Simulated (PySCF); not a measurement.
# Which basis set comes closest?

Molecule: `CC(F)F`, C$_{2}$H$_{4}$F$_{2}$.

Atom-mapped SMILES (the numbers label the heavy atoms): `[CH3:1][CH:2]([F:3])[F:4]`; H(Xn) means a hydrogen on atom n.

Geometry PBE0-D3(BJ)/def2-SVP throughout; GIAO in PySCF, gas phase, one conformer, non-relativistic; equivalent atoms averaged; functional PBE0.

Reference values (CCSD(T)/13s9p4d3f; gas (isolated, no vibration); M. E. Harding, PhD thesis, Mainz 2008 (Harding, Lenhart, Auer, Gauss, JCP 2008, 128, 244111)): σ(F3/F4) = 320.3 ppm.

Task: How do the basis sets STO-3G, 6-31G, pcSseg-0, 6-31G*, def2-SVP, cc-pVDZ, pcSseg-1, aug-cc-pVDZ, 6-311+G(2d,p), def2-TZVP, cc-pVTZ, IGLO-III, pcSseg-2 perform against the reference? Times are CPU seconds on shared hosts with different chips, so compare them loosely.

Result: 
```tsv
basis set	functions	F3/F4	abs. error F	core-s
STO-3G	24	419.4	99.1	2.2
6-31G	44	314.5	5.8	4
pcSseg-0	44	317.6	2.7	2
6-31G*	64	322.5	2.2	5.5
def2-SVP	76	325.2	4.9	6
cc-pVDZ	76	319.3	1.0	3.2
pcSseg-1	88	303.0	17.3	9.1
aug-cc-pVDZ	128	313.1	7.2	5.8
6-311+G(2d,p)	132	302.5	17.8	11
def2-TZVP	148	302.1	18.2	14
cc-pVTZ	176	303.3	17.0	8.7
IGLO-III	180	300.4	19.9	8.6
pcSseg-2	200	300.9	19.4	11
```

For $^{19}$F the closest is cc-pVDZ (1.0 ppm) and the furthest STO-3G (99.1 ppm). Where a smaller basis beats a larger one, errors probably cancel; the largest sets show where the functional converges. One molecule is a small sample, and the reference may use another geometry.

A small basis that lands close on one nucleus may do so by chance; judge by the trend and by all nuclei.
